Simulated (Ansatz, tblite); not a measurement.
# The cluster TaO2−: charged states by level of theory

One table from this session's results is given with a row withheld; the runs are named, their logs left out.

Method: as each input shows; program: Ansatz 0.2.0, Gaussian basis.

Plan: charge 0 doublet, at the geometry of the singlet (PBE0-D4/def2-TZVPD, PBE-D4/def2-TZVPD, r2SCAN-D4/def2-TZVPD, CCSD(T)/def2-TZVPPD); the starting singlet's energies come from earlier runs.

### The relaxed structure

The geometry is that of the singlet, from an earlier relaxation (PBE-D4/def2-TZVPD). At that level it is the lowest of the isomers that a small search found.

3 atoms, charge -1, spin multiplicity 1.

Atoms are counted from 1 here; the program's logs count them from 0.

Bond lengths: Ta1–O2 1.762 Å, Ta1–O3 1.762 Å. Angles: O2–Ta1–O3 107.1°.

Ta takes a core potential in the def2 sets. No spin-orbit coupling is included. The ion is computed in the gas phase, without counter-ions or solvent.

The first run:

in.yaml

```yaml
crystal:
  periodic: [false, false, false]
  atoms:
    - {symbol: Ta, position_ang: [-0.687162, 0.077863, 0.094383]}
    - {symbol: O, position_ang: [0.575912, 1.179898, 0.638813]}
    - {symbol: O, position_ang: [0.111250, -1.257761, -0.733196]}
basis:
  gaussian: {orbitals: def2-TZVPD}
magnetization: {spin_polarized: true, initial_magnetization: 1}
hamiltonian: {xc: pbe0, dispersion: d4}
output: {orbitals: {seedname: orbitals}}
```

Command:

```bash
ansatz run in.yaml --threads 4 --pin off --events-out ev --progress --plain --max-ram 3916MiB
```

Steps of the session up to this table: Charge 0 doublet at the fixed geometry, PBE0-D4/def2-TZVPD; Charge 0 doublet at the fixed geometry, PBE-D4/def2-TZVPD; Charge 0 doublet at the fixed geometry, r2SCAN-D4/def2-TZVPD; Charge 0 doublet at the fixed geometry, CCSD(T)/def2-TZVPPD.

One of the session's tables, all rows but one given; the rest of the session is left out.

It belongs to the step «Vertical ionisation energy». 

```
               level  vertical ionisation energy (eV)
      HF/def2-TZVPPD                            +1.46
   PBE-D4/def2-TZVPD                            +2.04
r2SCAN-D4/def2-TZVPD                            +1.90
  PBE0-D4/def2-TZVPD                                ?
     MP2/def2-TZVPPD                            +2.20
    CCSD/def2-TZVPPD                            +2.31
 CCSD(T)/def2-TZVPPD                            +2.37
```

Q: Estimate the row for PBE0-D4/def2-TZVPD from the others.

**Answer.** vertical ionisation energy (eV): +2.09. In the column «vertical ionisation energy (eV)» it lies between PBE-D4/def2-TZVPD (+2.04) and MP2/def2-TZVPPD (+2.20).

Caveats from the session: The anion's highest level is positive in at least one run, so there the basis alone may hold the extra electron.
